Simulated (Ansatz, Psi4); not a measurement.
CF+ (SMILES [C+]F): the vertical ionisation energy from total energies

The species is CF+ (2 atoms), meant as a singlet with charge +1. As SMILES, `[C+]F`. The shape is that of a PBE0-D4/def2-TZVP optimisation.

```xyz
2

C     0.4923   -0.1608    0.2532
F    -0.4923    0.1608   -0.2532
```

Both states at this one shape; open shells run unrestricted unless said. 1 Eh = 27.2114 eV.

| level | program | singlet CF+ (Eh) | doublet [CF]2+ (Eh) | HOMO of the first (eV) |
| --- | --- | --- | --- | --- |
| HF/STO-3G | Psi4 | -135.033311 | -134.117806 | -25.58 |
| r2SCAN/aug-cc-pVTZ | Psi4 | -137.424141 | -136.485514 | -20.60 |
| r2SCAN0/aug-cc-pVTZ | Ansatz | -137.404257 | -136.460277 | -22.25 |

Q: Work out the vertical ionisation energy at each level.

A: 
1. HF/STO-3G: -134.117806 − (-135.033311) = 0.915505 Eh = 24.91 eV; −ε(HOMO) = 25.58 eV.
2. r2SCAN/aug-cc-pVTZ: -136.485514 − (-137.424141) = 0.938627 Eh = 25.54 eV; −ε(HOMO) = 20.60 eV.
3. r2SCAN0/aug-cc-pVTZ: -136.460277 − (-137.404257) = 0.943980 Eh = 25.69 eV; −ε(HOMO) = 22.25 eV.

No measured value is set beside it here; the levels span 24.91 to 25.69 eV. In Hartree–Fock, −ε(HOMO) (Koopmans) exceeds the difference of totals by the orbital relaxation of the ion. In semi-local functionals −ε(HOMO) lies far under the ionisation energy, a result of self-interaction, while the difference of totals does much better. Hartree–Fock favours the state with fewer electron pairs, since it lacks pair correlation. Minimal sets are far from the basis-set limit.
